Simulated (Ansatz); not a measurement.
Geometry optimisation, RKS PBE/6-31G* in Ansatz.

Input file:

```yaml
crystal:
  periodic: [false, false, false]
  atoms:
    - { symbol: Si, position_ang: [0.0, 0.0, 0.0] }
    - { symbol: H, position_ang: [0.8198, 0.0, 1.4434] }
    - { symbol: "N", position_ang: [1.9526, 0.0, 0.5176] }
    - { symbol: H, position_ang: [2.4509, -0.918, 0.3369] }
    - { symbol: H, position_ang: [2.4539, 0.918, 0.3453] }
    - { symbol: H, position_ang: [-0.6877, 1.1914, -0.4862] }
    - { symbol: "N", position_ang: [-0.8572, -1.4851, -0.6061] }
    - { symbol: H, position_ang: [-1.3922, -2.1014, 0.0704] }
    - { symbol: H, position_ang: [-0.8219, -1.7344, -1.6357] }
basis:
  gaussian: { orbitals: "6-31G*" }
hamiltonian:
  xc: pbe
relax:
  f_tol: 0.15
  max_steps: 25
  restrain:
    - { distance: [1, 2], at: 2.26, k: 30.0 }
    - { distance: [0, 1], at: 1.46, k: 30.0 }
    - { distance: [0, 2], at: 1.82, k: 30.0 }
```

Command:

```bash
$ ansatz run input.yaml --threads 1 --pin off --max-ram 2048MiB --backend cpu --events-out ev --progress --plain --runs-dir out
```

Task: Where does it end, and by what steps?

Result: It converged. The restraints hold the end off the free minimum. After 11 steps the energy has fallen by 3.766 eV (the restraints' own energy left out); H5 moved furthest, 1.17 Å.

| step | energy less start (eV) | largest force component (eV/Å) | accepted |
| --- | --- | --- | --- |
| 0 | 0.0000 | 3.057 | yes |
| 1 | -0.9117 | 2.444 | yes |
| 2 | -1.8121 | 2.402 | yes |
| 3 | -2.8563 | 1.818 | yes |
| 4 | -3.3573 | 1.705 | yes |
| 5 | -3.4466 | 1.549 | yes |
| 6 | -3.5334 | 1.702 | yes |
| 7 | -3.5533 | 1.668 | yes |
| 8 | -3.6827 | 1.553 | yes |
| 9 | -3.7446 | 1.371 | yes |
| 10 | -3.7572 | 1.078 | yes |
| 11 | -3.7661 | 1.207 | yes |

```xyz
9
Properties=species:S:1:pos:R:3
Si 0.104 -0.045 0.240
H 0.089 -0.176 1.696
N 1.877 0.103 0.285
H 2.341 -0.511 0.956
H 2.445 0.181 -0.563
H -0.461 1.200 -0.360
N -0.801 -1.329 -0.514
H -0.633 -2.302 -0.255
H -1.044 -1.251 -1.501
```

The run took 22 s on 1 thread of Arm Neoverse V2, with other jobs on the host, peak memory 0.11 GiB.
